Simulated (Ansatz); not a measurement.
Total energies of `BCCl`.

```xyz
7

B     0.129   -0.857    0.358
C    -0.143    0.520   -0.298
Cl    0.685    1.930    0.414
H    -0.428   -1.802   -0.123
H     0.851   -0.996    1.296
H    -1.219    0.726   -0.286
H     0.126    0.479   -1.360
```

Total charge 0; spin multiplicity 1. The structure was optimised at the PBE0-D4/def2-TZVP level. Basis def2-TZVPP, the Gaussian-basis code of Ansatz.

RPA on PBE orbitals: Hartree–Fock energy of these orbitals -524.36446 Eh, correlation -0.80935 Eh (frozen core).

| functional | energy without D4 (Eh) | D4 term (kJ/mol) |
| --- | --- | --- |
| LDA (SPW92) | -523.39469 | – |
| PBE | -525.27526 | -9.8 |
| revPBE | -525.46529 | -33.3 |
| BLYP | -525.52697 | -22.3 |
| r2SCAN | -525.49253 | -2.3 |
| B97M-V | -525.46078 | – |
| PBE0 | -525.32943 | -8.1 |
| B3LYP | -525.59638 | -15.9 |
| r2SCANh | -525.48994 | -2.4 |
| r2SCAN0 | -525.48663 | -2.6 |
| HSE06 (plane-wave form) | -525.31701 | -7.5 |
| BHLYP | -525.53360 | -11.5 |
| CAM-B3LYP | -525.54202 | -8.1 |
| LC-ωPBE | -525.39885 | – |
| ωB97X-V | -525.48563 | – |
| ωB97M-V | -525.50440 | – |
| B2PLYP | -525.37282 | – |
| PBE-QIDH | -525.23650 | – |

B3LYP takes the VWN-RPA correlation (the form of Gaussian; ORCA's B3LYP/G). HSE06 is the plane-wave form, built on full-range PBE exchange. The double hybrids freeze the cores in their second-order part.

LC-ωPBE has ω = 0.4 bohr⁻¹.
